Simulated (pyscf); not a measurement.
Elementary routes open to HO–GeH₂–F + H₂ in the gas phase (singlet surface):
A. F–GeH₃ + H₂O (Ge–O, H–H broken; Ge–H, H–O formed)
B. HO–GeH₃ + HF (F–Ge, H–H broken; Ge–H, F–H formed)

Single points on ωB97X-D3(BJ)/def2-SVP structures (PySCF, gas phase).

Problem. Rank the routes by free-energy barrier at 600 K, lowest first, for ωB97M-D3(BJ)/def2-TZVP energies (ideal gas, 1 atm, RRHO with modes under 100 cm⁻¹ raised to 100, one conformer, R ln 2 for chiral ones without a mode under 150 cm⁻¹).

Solution. A (2.65 eV), B (2.83 eV)

Route A is the fastest of these, ahead of the next by 0.17 eV. The most stable products are those of A (ΔG = +0.30 eV), so kinetics and thermodynamics agree. At 1200 K A is still the fastest. A: On the product side the descent ends in a complex, 0.23 eV under the separated species and 1.81 eV under the saddle at ωB97X-D3(BJ)/def2-TZVP. Only these routes are compared; each barrier is that of the saddle found, and lower ones may exist. Elements up to Kr have no core potential and no relativistic terms here.
